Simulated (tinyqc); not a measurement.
Inside a calculation. Method: geometry optimisation on the UHF/sto-3g surface (energies and gradients from PySCF), for NH, spin multiplicity 3. One step of it, computed by the program tinyqc.

Question. Step 2: move. Quasi-Newton step p = -H^(-1) g (the inverse Hessian comes from BFGS updates; coordinates in the order x, y, z of each atom); steps longer than 0.1 bohr are cut back.

positions after step 1 (bohr):
```
           x         y          z
1N  0.000000  0.000000  -0.070711
2H  0.000000  0.000000   1.875399
```

gradient (hartree/bohr):
```
             x           y            z
1N  0.00000000  0.00000000   0.05278167
2H  0.00000000  0.00000000  -0.05278167
```

inverse Hessian in use (bohr^2/hartree), lower triangle:
```
          1         2         3         4         5         6
1  1.666667
2  0.000000  1.666667
3  0.000000  0.000000  1.168534
4  0.000000  0.000000  0.000000  1.666667
5  0.000000  0.000000  0.000000  0.000000  1.666667
6  0.000000  0.000000  0.498132  0.000000  0.000000  1.168534
```

Give: positions after step 2.

Answer.

positions after step 2 (bohr):
```
         x       y        z
1N  0.0000  0.0000  -0.1061
2H  0.0000  0.0000   1.9108
```
